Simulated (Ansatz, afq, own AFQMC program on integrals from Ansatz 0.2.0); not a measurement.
**CH₂⁺, doublet: AFQMC among the cluster methods**

| atom | x (Å) | y (Å) | z (Å) |
| --- | --- | --- | --- |
| C | 0.0000 | 0.0000 | 0.0000 |
| H | 0.0000 | 0.0000 | -1.9476 |
| H | 0.0000 | 0.0000 | 1.9476 |

Basis cc-pVDZ. Only valence electrons are correlated. Ansatz 0.2.0 and our own AFQMC program on the same integrals; the CISD trial comes from CCSD amplitudes, and released means the phaseless constraint is let go. Error bars are statistical, one sigma.

Determinant: ROHF, the one that the program's search chose, which needn't be the lowest solution. The geometry is a point of a scan.

Full CI on the same integrals is exact in this basis and with this determinant's frozen core.

Cautions: a spin-contaminated unrestricted determinant lies lower (UHF 1.21 eV lower, ⟨S²⟩ 1.60); strong correlation (T1 0.043, weight of the determinant 0.84, largest double 0.29); the released energies are still falling, so no released level is given (meV from the phaseless value at times in 1/Eh: -6 ± 3 at 0.24, -20 ± 3 at 0.51, -34 ± 3 at 0.99, -38 ± 3 at 1.62, -48 ± 4 at 2.40).

- T1 diagnostic: 0.0426
- weight of the determinant in the CISD state: 0.839
- size of the correlated space: 5 electrons in 23 orbitals

| level | correlation energy (eV) |
| --- | --- |
| MP2 | -2.9152 |
| CCSD | -3.9609 |
| CCSD(T) | -4.0971 |

Q: Estimate where phaseless AFQMC with a CISD trial lies against CCSD(T) on the same integrals.

A: 0.67 ± 0.13 mEh above CCSD(T).

Reference: full CI, correlation energy -4.140 eV.

```
        level  E − E(reference) (mEh)  share of correlation (%)
      CCSD(T)                    1.58                     98.96
        CCSDT                    0.17                     99.89
     CCSDT(Q)                    0.04                     99.98
       CCSDTQ                    0.00                    100.00
ph-AFQMC/CISD             2.25 ± 0.13                     98.52
```

CCSDT and higher add their correlation energy to the determinant of the CCSD(T) run, since their own runs factorise the integrals more tightly (a shift of under 2 meV). A walk keeps the symmetry of its determinant, which the program's search chose and which needn't be the lowest solution, so a lower state of the same spin and another symmetry isn't excluded.
